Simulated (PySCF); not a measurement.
An unknown shows these calculated signals:

¹H NMR (300 MHz, computed): δ 5.32 (dd, J = 6.4, 2.6 Hz, 1H), 2.47 (dqd, J = 6.3, 5.3, 2.6 Hz, 1H), 1.25 (dd, J = 6.3, 5.3 Hz, 3H).

¹³C{¹H} NMR (computed): δ 159.0 (C, d, J = 508.7 Hz), 81.1 (CH, d, J = 31.4 Hz), 29.9 (CH, d, J = 15.7 Hz), 24.4 (CH3, d, J = 3.6 Hz).

- J couplings at B3LYP/pcJ-1 (spin–dipole term only in couplings to heteroatoms)
- shielding tensors at PBE0/pcSseg-1 (GIAO)
- PBE0-D3(BJ)/def2-SVP geometry
- code: PySCF
- equivalent nuclei averaged, relativity neglected, gas phase, one conformer

Chemical shifts δ = σref − σ; TMS for ¹H (σ = 31.27 ppm), ¹³C (σ = 184.41 ppm), all at this level.

Which of these does the molecule contain: a ketone, a three-membered ring, a CH3CH2 unit, a heteroaromatic ring, a non-aromatic C=C double bond?

Results:


- A ketone: no.
- A three-membered ring: yes.
- A CH3CH2 unit: no.
- A heteroaromatic ring: no.
- A non-aromatic C=C double bond: yes.

The data belong to SMILES C1(F)=C[C@H]1C, C4H5F; they needn't prove each group on their own.

Carbon signals by region: 1 in the sp2 and nitrile region (100–160 ppm), 1 at 50–100 ppm, 2 below 50 ppm.

Common functionals overestimate the size of one-bond C–F couplings by tens of Hz; these are unscaled. Splittings below 1 Hz are ignored in the labels, and close J values are merged. Unscaled 3J(H,H) at this level run about 10 % above measured values. Shifts are as computed. Against solution values, carbons near 30 ppm lie about +2 ppm off and those near 130 ppm about +5 ppm. Of 1211 compounds with measured shifts, 218 miss one by over three times the rms of a fit or turn the order of signals round; such compounds aren't used in these exercises.
